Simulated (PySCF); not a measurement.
## C3H6ClO: g tensor and hyperfine couplings

Species: C3H6ClO (doublet state).
Geometry (GFN2-xTB, Å), atoms numbered from 1 in this order:
```xyz
11
C3H6ClO angstrom
C      1.478   -0.085   -0.191
C      0.219    0.398    0.420
Cl     0.137    0.432    2.134
C     -1.080    0.368   -0.305
O     -1.653   -0.933   -0.365
H      2.339    0.222    0.400
H      1.570    0.313   -1.200
H      1.497   -1.179   -0.267
H     -1.792    1.065    0.159
H     -0.927    0.654   -1.348
H     -1.782   -1.252    0.536
```

The hyperfine couplings belong to this conformer and change with its torsions.

As a line formula: `C[C](Cl)CO` [radical].

Computed with UKS B3LYP, pcH-1 on C Cl H O, non-relativistic, mean-field spin-orbit, GIAO in PySCF. One conformer (not necessarily the lowest) at the GFN2-xTB geometry, without solvent, vibrations or thermal averaging. Couplings are sensitive to structure, and on GFN2-xTB geometries they can be far from those on DFT ones. Stability of the SCF solution: not tested.

| Property | Result |
| --- | --- |
| g1, g2, g3 | 2.00164, 2.00663, 2.00831 |
| g_iso | 2.00553 |
| Form of g | rhombic: the two nearest values differ by 25 % of g3 − g1 |
| ⟨S²⟩ | 0.7541 (exact 0.7500) |
| α and β electrons | 25, 24 |

Isotropic coupling and dipolar principal values T1 to T3, in MHz; ρ(0) is the spin density at the nucleus:

```tsv
atom	isotope	a_iso	of which spin–orbit	T1	T2	T3	Mulliken spin population	ρ(0) (bohr⁻³)
C1	13C	-25.8	0.0	-2.1	-0.7	2.9	-0.07	-0.0230
C2	13C	144.0	0.5	-79.6	-79.5	159.1	0.89	0.1276
Cl3	35Cl	6.9	-0.1	-28.2	-18.1	46.3	0.08	0.0159
C4	13C	-12.1	0.0	-1.4	-1.0	2.4	-0.04	-0.0108
O5	17O	-21.1	0.0	-23.4	11.3	12.1	0.05	0.0348
H6	1H	29.4	0.0	-4.7	-4.3	9.0	0.01	0.0066
H7	1H	32.8	0.0	-5.0	-4.5	9.6	0.01	0.0073
H8	1H	137.6	0.0	-4.8	-2.8	7.6	0.06	0.0308
H9	1H	14.7	0.0	-6.1	-3.7	9.8	0.01	0.0033
H10	1H	10.7	0.0	-6.2	-3.6	9.8	0.00	0.0024
H11	1H	-5.4	0.0	-8.1	-0.4	8.5	0.00	-0.0012
```

The largest Mulliken spin populations are on C2 (+0.89), Cl3 (+0.08), C1 (-0.07) and H8 (+0.06). C2 is the only atom above +0.15. The angles at C2 add up to 356.1°, so it is nearly planar.

Axes: g2 points within 10° of the C2–Cl3 bond.

Under fast tumbling the dipolar parts average out, and these isotropic splittings remain: 3 × 1H (H6/H7/H8, I = 1/2, 4 lines) with 2.37 mT, 2 × 1H (H9/H10, I = 1/2, 3 lines) with 0.45 mT, 1 × 35Cl (Cl3, I = 3/2, 4 lines) with 0.25 mT and 1 × 1H (H11, I = 1/2, 2 lines) with 0.19 mT.

Nuclei that the bonding pattern makes equivalent are averaged, as if the motion that swaps them (rotation, inversion, ring flip) were fast. The three 1H nuclei of mean +66.6 MHz run from 29.4 to 137.6 MHz in the frozen geometry.

Main isotope only: 35Cl (natural samples also hold 24 % 37Cl, magnetic too, which adds its own pattern).

The 13C coupling of C2 (144.0 MHz) shows only in satellite lines or after enrichment, since that isotope makes up about 1.07 % of natural carbon.

The 17O coupling of O5 (-21.1 MHz) shows only in satellite lines or after enrichment, since that isotope makes up about 0.038 % of natural oxygen.

Examples of negative spin density at the nucleus (bohr⁻³): C1 (-0.0230), C4 (-0.0108) and H11 (-0.0012).
